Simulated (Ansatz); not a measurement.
Ansatz (an electronic-structure program) input (B3LYP-D3(BJ)/def2-TZVP):

Ansatz 0.2 input:
```yaml
crystal:
  periodic: [false, false, false]
  atoms:
    - {symbol: O, position_ang: [0.05728725, 0.81312084, -0.03996413]}
    - {symbol: O, position_ang: [0.04221979, -0.70897730, -0.01520246]}
    - {symbol: H, position_ang: [-0.79605634, -0.83314830, 0.44133267]}
basis:
  gaussian:
    orbitals: def2-TZVP
hamiltonian:
  xc: b3lyp
  dispersion: d3bj
total_charge: -1
phonons: {temperatures: {t_min: 298.15, t_max: 298.15, t_step: 100}}
```

Output:

```
Functional definition: B3LYP
integrals: 0.01 GiB planned
346 factors; their error is unknown
mean field: 0.12 GiB planned
mean field evaluation 1: about -4107.8211 eV, gradient 2.4e1 eV
mean field evaluation 2: about -4106.4063 eV, gradient 3.9e1 eV
mean field evaluation 4: about -4108.8312 eV, gradient 3.0e0 eV
mean field evaluation 8: about -4108.8506 eV, gradient 3.2e-2 eV
mean field -4108.85060784 eV, -150.9974747591 hartree, gradient 4.6e-5 eV, S^2 0.000000; 0 other end points of the search recorded, 0 dependent functions left out
the calculation of the forces begins
reference -4108.85073904 eV, -150.9974795808 hartree; 9, 9 occupied and 59, 59 virtual orbitals, 346 factors
these checks for a lower state are left out or cut short: stability, starts, cluster_reference, orbital_swaps, neighbouring_geometries, increment
integrals: 0.01 GiB planned
346 factors; their error is unknown
mean field: 0.12 GiB planned
mean field evaluation 16: about -4108.8464 eV, gradient 3.0e-1 eV
mean field -4108.85060324 eV, -150.9974745900 hartree, gradient 1.7e-6 eV, S^2 0.000000; 0 other end points of the search recorded, 0 dependent functions left out
the calculation of the forces begins
reference -4108.85073445 eV, -150.9974794119 hartree; 9, 9 occupied and 59, 59 virtual orbitals, 346 factors
these checks for a lower state are left out or cut short: stability, starts, cluster_reference, orbital_swaps, neighbouring_geometries, increment
integrals: 0.01 GiB planned
346 factors; their error is unknown
mean field: 0.12 GiB planned
mean field -4108.85060177 eV, -150.9974745361 hartree, gradient 1.7e-6 eV, S^2 0.000000; 0 other end points of the search recorded, 0 dependent functions left out
the calculation of the forces begins
reference -4108.85073297 eV, -150.9974793576 hartree; 9, 9 occupied and 59, 59 virtual orbitals, 346 factors
these checks for a lower state are left out or cut short: stability, starts, cluster_reference, orbital_swaps, neighbouring_geometries, increment
integrals: 0.01 GiB planned
346 factors; their error is unknown
mean field: 0.12 GiB planned
mean field evaluation 32: about -4108.8464 eV, gradient 3.0e-1 eV
mean field -4108.85057956 eV, -150.9974737200 hartree, gradient 1.7e-6 eV, S^2 0.000000; 0 other end points of the search recorded, 0 dependent functions left out
the calculation of the forces begins
reference -4108.85071075 eV, -150.9974785410 hartree; 9, 9 occupied and 59, 59 virtual orbitals, 346 factors
these checks for a lower state are left out or cut short: stability, starts, cluster_reference, orbital_swaps, neighbouring_geometries, increment
integrals: 0.01 GiB planned
346 factors; their error is unknown
mean field: 0.12 GiB planned
mean field -4108.85057243 eV, -150.9974734578 hartree, gradient 1.7e-6 eV, S^2 0.000000; 0 other end points of the search recorded, 0 dependent functions left out
the calculation of the forces begins
reference -4108.85070365 eV, -150.9974782802 hartree; 9, 9 occupied and 59, 59 virtual orbitals, 346 factors
these checks for a lower state are left out or cut short: stability, starts, cluster_reference, orbital_swaps, neighbouring_geometries, increment
integrals: 0.01 GiB planned
346 factors; their error is unknown
mean field: 0.12 GiB planned
mean field -4108.85044397 eV, -150.9974687372 hartree, gradient 1.7e-6 eV, S^2 0.000000; 0 other end points of the search recorded, 0 dependent functions left out
the calculation of the forces begins
reference -4108.85057533 eV, -150.9974735643 hartree; 9, 9 occupied and 59, 59 virtual orbitals, 346 factors
these checks for a lower state are left out or cut short: stability, starts, cluster_reference, orbital_swaps, neighbouring_geometries, increment
integrals: 0.01 GiB planned
346 factors; their error is unknown
mean field: 0.12 GiB planned
mean field -4108.85044632 eV, -150.9974688235 hartree, gradient 1.7e-6 eV, S^2 0.000000; 0 other end points of the search recorded, 0 dependent functions left out
the calculation of the forces begins
reference -4108.85057739 eV, -150.9974736400 hartree; 9, 9 occupied and 59, 59 virtual orbitals, 346 factors
these checks for a lower state are left out or cut short: stability, starts, cluster_reference, orbital_swaps, neighbouring_geometries, increment
integrals: 0.01 GiB planned
346 factors; their error is unknown
mean field: 0.12 GiB planned
mean field evaluation 64: about -4108.8463 eV, gradient 3.3e-1 eV
mean field -4108.85057414 eV, -150.9974735205 hartree, gradient 1.7e-6 eV, S^2 0.000000; 0 other end points of the search recorded, 0 dependent functions left out
the calculation of the forces begins
reference -4108.85070534 eV, -150.9974783423 hartree; 9, 9 occupied and 59, 59 virtual orbitals, 346 factors
these checks for a lower state are left out or cut short: stability, starts, cluster_reference, orbital_swaps, neighbouring_geometries, increment
integrals: 0.01 GiB planned
346 factors; their error is unknown
mean field: 0.12 GiB planned
mean field -4108.85058289 eV, -150.9974738422 hartree, gradient 1.7e-6 eV, S^2 0.000000; 0 other end points of the search recorded, 0 dependent functions left out
the calculation of the forces begins
reference -4108.85071409 eV, -150.9974786639 hartree; 9, 9 occupied and 59, 59 virtual orbitals, 346 factors
these checks for a lower state are left out or cut short: stability, starts, cluster_reference, orbital_swaps, neighbouring_geometries, increment
integrals: 0.01 GiB planned
346 factors; their error is unknown
mean field: 0.12 GiB planned
mean field -4108.85045756 eV, -150.9974692363 hartree, gradient 1.7e-6 eV, S^2 0.000000; 0 other end points of the search recorded, 0 dependent functions left out
the calculation of the forces begins
reference -4108.85058862 eV, -150.9974740527 hartree; 9, 9 occupied and 59, 59 virtual orbitals, 346 factors
these checks for a lower state are left out or cut short: stability, starts, cluster_reference, orbital_swaps, neighbouring_geometries, increment
integrals: 0.01 GiB planned
346 factors; their error is unknown
mean field: 0.12 GiB planned
mean field -4108.85045671 eV, -150.9974692053 hartree, gradient 1.7e-6 eV, S^2 0.000000; 0 other end points of the search recorded, 0 dependent functions left out
the calculation of the forces begins
reference -4108.85058807 eV, -150.9974740326 hartree; 9, 9 occupied and 59, 59 virtual orbitals, 346 factors
these checks for a lower state are left out or cut short: stability, starts, cluster_reference, orbital_swaps, neighbouring_geometries, increment
integrals: 0.01 GiB planned
346 factors; their error is unknown
mean field: 0.12 GiB planned
mean field evaluation 96: about -4108.8464 eV, gradient 3.0e-1 eV
mean field -4108.85060154 eV, -150.9974745276 hartree, gradient 1.7e-6 eV, S^2 0.000000; 0 other end points of the search recorded, 0 dependent functions left out
the calculation of the forces begins
reference -4108.85073276 eV, -150.9974793499 hartree; 9, 9 occupied and 59, 59 virtual orbitals, 346 factors
these checks for a lower state are left out or cut short: stability, starts, cluster_reference, orbital_swaps, neighbouring_geometries, increment
integrals: 0.01 GiB planned
346 factors; their error is unknown
mean field: 0.12 GiB planned
mean field -4108.85059995 eV, -150.9974744694 hartree, gradient 1.7e-6 eV, S^2 0.000000; 0 other end points of the search recorded, 0 dependent functions left out
the calculation of the forces begins
reference -4108.85073114 eV, -150.9974792904 hartree; 9, 9 occupied and 59, 59 virtual orbitals, 346 factors
Total energy: -4108.87443185 eV, -150.9983502753 hartree
Atom 0 at     0.057287     0.813121    -0.039964 Å, force     0.000000    -0.000089     0.000001 eV/Å
Atom 1 at     0.042220    -0.708977    -0.015202 Å, force    -0.000570    -0.000001     0.000309 eV/Å
Atom 2 at    -0.796056    -0.833148     0.441333 Å, force     0.000569     0.000091    -0.000310 eV/Å
Dipole moment:    -0.310152    -0.439133     0.173196 e Å
Vibrations: 777.65 1101.93 3741.00 cm⁻¹, zero-point energy 0.348432 eV
```

It need not be the lowest isomer of its formula. Whether it binds its extra electron was not tested at this geometry.
